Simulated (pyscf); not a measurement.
Thermochemistry of product channels of `[BH2][Cl]` + `[OH2]` on the singlet surface, in kcal/mol, from ωB97M-D3(BJ)/def2-TZVP energies (ideal gas, 1 atm, RRHO with modes under 100 cm⁻¹ raised to 100, one conformer, R ln 2 for rigid chiral ones). PySCF, gas phase, ωB97X-D3(BJ)/def2-SVP geometries.

| products | ΔE | ΔH(298 K) | ΔG(298 K) | ΔG(600 K) |
|---|---|---|---|---|
| `[BH2][OH]` + `[ClH]` | -12.5 | -12.9 | -12.5 | -12.1 |
| `[OH][BH][Cl]` + `[H][H]` | -31.8 | -34.0 | -32.0 | -30.2 |

These are energies of the channels, which say nothing of barriers.
